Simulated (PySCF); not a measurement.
**How methods differ on the ionisation energy of O**

O [He] 2s2 2p4 (3P) → O⁺ [He] 2s2 2p3 (4S), as a difference of total energies. Calculation: PySCF 2.14, in aug-cc-pwCVQZ (9s8p6d4f2g, 109 functions); the non-relativistic Hamiltonian (point nucleus). Correlated levels: valence: 1s2 frozen; valence and next inner shell: nothing frozen. The calculations carry no spin-orbit coupling.

Problem. Order these methods by the ionisation energy they give, lowest first.
A. r2SCAN
B. MP2 (valence)
C. UHF
D. LDA

Solution. C (12.024 eV), B (13.446 eV), A (13.719 eV), D (14.005 eV).

Errors of the correlated levels include the incompleteness of this basis and the frozen core.

For comparison: 13.608 eV (measured; NIST levels, between the centres of gravity of the two terms).
